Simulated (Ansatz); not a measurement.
Ansatz (a program for electronic structure) input (CCSD(T)/aug-cc-pVDZ):

Ansatz 0.2 input:
```yaml
crystal:
  periodic: [false, false, false]
  atoms:
    - {symbol: H, position_ang: [0.02052304, 0.05589807, 2.11750821]}
    - {symbol: N, position_ang: [0.01077974, 0.06690251, 1.11378704]}
    - {symbol: C, position_ang: [0.00317751, 1.25279840, 0.37969427]}
    - {symbol: C, position_ang: [0.00382693, -1.08826299, 0.34906554]}
    - {symbol: C, position_ang: [-0.00941279, 0.75716324, -0.93856272]}
    - {symbol: C, position_ang: [-0.00908496, -0.67184965, -0.96432736]}
    - {symbol: H, position_ang: [0.00842667, -2.07957621, 0.78181971]}
    - {symbol: H, position_ang: [-0.01825489, 1.38383848, -1.82374512]}
    - {symbol: H, position_ang: [-0.01719313, -1.32757185, -1.82731044]}
basis:
  gaussian:
    orbitals: aug-cc-pVDZ
total_charge: -1
magnetization: {spin_polarized: false}
correlation: {method: ccsd_t, electrons: outside_noble_gas}
output: {forces: true}
```

Output:

```
Functional definition: HF
integrals: 0.45 GiB planned
1522 factors; integrals over basis functions are off by at most 6.8e-4 eV
mean field: 0.70 GiB planned
mean field evaluation 1: about -5661.9662 eV, gradient 3.0e1 eV
mean field evaluation 2: about -5661.9729 eV, gradient 3.0e1 eV
mean field evaluation 4: about -5664.9699 eV, gradient 5.3e0 eV
mean field evaluation 8: about -5665.0738 eV, gradient 1.7e-1 eV
mean field evaluation 16: about -5665.0600 eV, gradient 1.0e0 eV
mean field -5665.07411118 eV, -208.1876336608 hartree, gradient 1.5e-6 eV, S^2 0.000000; 0 other end points of the search recorded, 0 dependent functions left out
5 core orbitals not correlated
reference -5665.07411118 eV, -208.1876336608 hartree; 13, 13 occupied and 133, 133 virtual orbitals, 1522 factors
densities: 2.59 GiB planned
second order -20.07647578 eV of doubles, -0.00000000 eV of singles
coupled cluster: 1.36 GiB planned
cycle   1  -19.95103480 eV  change    1.3e-1 eV  update   1.2e-1
cycle   2  -20.53106474 eV  change   -5.8e-1 eV  update   3.7e-2
cycle   3  -20.67302024 eV  change   -1.4e-1 eV  update   2.1e-2
cycle   4  -20.66697459 eV  change    6.0e-3 eV  update   7.9e-3
cycle   5  -20.66265230 eV  change    4.3e-3 eV  update   5.2e-3
cycle   6  -20.66389938 eV  change   -1.2e-3 eV  update   2.4e-3
cycle   7  -20.66349373 eV  change    4.1e-4 eV  update   1.1e-3
cycle   8  -20.66288648 eV  change    6.1e-4 eV  update   5.4e-4
cycle   9  -20.66292999 eV  change   -4.4e-5 eV  update   2.5e-4
cycle  10  -20.66321178 eV  change   -2.8e-4 eV  update   1.2e-4
cycle  11  -20.66305468 eV  change    1.6e-4 eV  update   7.1e-5
cycle  12  -20.66308371 eV  change   -2.9e-5 eV  update   3.7e-5
cycle  13  -20.66307639 eV  change    7.3e-6 eV  update   1.7e-5
cycle  14  -20.66307717 eV  change   -7.8e-7 eV  update   1.0e-5
cycle  15  -20.66308538 eV  change   -8.2e-6 eV  update   4.2e-6
perturbative correction -1.00693251 eV, -0.0370040874 hartree
the calculation of the forces begins
Total energy: -5686.74412907 eV, -208.9839921299 hartree
Atom 0 at     0.020523     0.055898     2.117508 Å, force     0.003710    -0.005416     0.382110 eV/Å
Atom 1 at     0.010780     0.066903     1.113787 Å, force     0.005608    -0.146743     0.571909 eV/Å
Atom 2 at     0.003178     1.252798     0.379694 Å, force     0.004315     0.966069     0.484968 eV/Å
Atom 3 at     0.003827    -1.088263     0.349066 Å, force     0.005085    -0.404176     0.507218 eV/Å
Atom 4 at    -0.009413     0.757163    -0.938563 Å, force    -0.006149     0.309424    -0.620811 eV/Å
Atom 5 at    -0.009085    -0.671850    -0.964327 Å, force    -0.006969    -0.251441    -0.728708 eV/Å
Atom 6 at     0.008427    -2.079576     0.781820 Å, force     0.002304    -0.453892     0.218559 eV/Å
Atom 7 at    -0.018255     1.383838    -1.823745 Å, force    -0.004012     0.292210    -0.401340 eV/Å
Atom 8 at    -0.017193    -1.327572    -1.827310 Å, force    -0.003892    -0.306036    -0.413905 eV/Å
Dipole moment:     0.001097    -1.011797     0.070910 e Å
```

It need not be the lowest isomer of its formula. Whether it binds its extra electron was not tested at this geometry.
